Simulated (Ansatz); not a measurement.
Relaxation of AlClH4Si (7 atoms, charge 0, multiplicity 1), to a largest force component of 0.02 eV/Å in at most 50 steps.

Method: RKS PBE0-D4/6-31G in Ansatz.

```xyz
7
Properties=species:S:1:pos:R:3
Si -0.815 0.531 -0.289
Al 1.020 -0.606 0.486
Cl 1.797 -2.298 -0.692
H -1.927 -0.338 -0.424
H -0.560 1.150 -1.635
H -1.200 1.665 0.644
H 1.744 -0.172 1.864
```

Where does it end, and by what steps?

The run converged. The force dipped under the threshold on the way, but the program's further checks kept it going. Limits of this set-up: no polarisation functions. After 5 steps the energy has fallen by 0.232 eV; H7 moved furthest, 0.23 Å.

| step | energy less start (eV) | largest force component (eV/Å) | accepted |
| --- | --- | --- | --- |
| 0 | 0.0000 | 1.992 | yes |
| 1 | -0.2131 | 0.585 | yes |
| 2 | -0.2303 | 0.068 | yes |
| 3 | -0.2313 | 0.015 | yes |
| 4 | -0.2317 | 0.020 | yes |
| 5 | -0.2321 | 0.019 | yes |

```xyz
7
Properties=species:S:1:pos:R:3
Si -0.874 0.590 -0.319
Al 1.079 -0.585 0.559
Cl 1.828 -2.282 -0.642
H -2.038 -0.355 -0.460
H -0.576 1.171 -1.675
H -1.281 1.710 0.600
H 1.923 -0.318 1.891
```

Whether the end is a true minimum wasn't checked by a vibrational analysis.

Time of the run: 12 s on 1 thread of Arm Neoverse V2, with other jobs on the host, peak memory 0.12 GiB.
